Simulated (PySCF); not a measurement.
**Do core-level shifts follow atomic charges?**

C4H5F.
Numbering: `[CH:1]#[C:2][CH2:3][CH2:4][F:5]`

Binding energies: delta-SCF UKS SCAN, pcX-2 on the ionised atom, pcseg-1 elsewhere, spin-free X2C in PySCF 2.14.0. Charges: PBE0/pcSseg-1 ground-state density, for the ionised atom.

```tsv
atom	environment	C 1s (eV)	Mulliken (e)	IAO (e)	Hirshfeld (e)	ESP (e)
C1	terminal alkyne carbon	290.55	-0.356	-0.244	-0.122	-0.474
C2	alkyne carbon	291.05	+0.101	-0.034	-0.039	-0.026
C3	propargylic carbon	291.95	-0.215	-0.287	-0.059	-0.011
C4	sp3 C–F carbon	293.37	+0.172	+0.059	+0.033	+0.170
```

Problem. How well does each charge scheme correlate with the binding energies over these sites?

Solution. Hirshfeld: r = 0.89, slope 17.3 eV per e; ESP: r = 0.84, slope 3.8 eV per e; Mulliken: r = 0.63, slope 3.1 eV per e; IAO: r = 0.56, slope 4.2 eV per e. Hirshfeld charges have the highest r, on only 4 points.

Problem. The point-charge model writes a binding energy as kq + V + constant, with V the potential of the other atoms' charges at the site. What does it give with the Mulliken charges?

Solution. V = Σ 14.40 eV Å × q/r over all other atoms: +3.07 eV at C1, -2.77 eV at C2, +4.79 eV at C3, -0.95 eV at C4. Fitting binding energy − V to q gives k = 14.9 eV per e and leaves an rms residual of 0.91 eV, against 0.84 eV for the fit on q alone. The model has no term for differences in relaxation between sites.

Spin contamination (⟨S²⟩ against 0.75 for a pure doublet) is marked for C 1s of C2 (0.87), which makes this value less certain. Isolated species at its PBE0-D3(BJ)/def2-SVP geometry (one conformer only).

Conformer computed: `[CH:1]#[C:2][CH2:3][CH2:4][F:5]`: C2–C3–C4–F5 -179°.
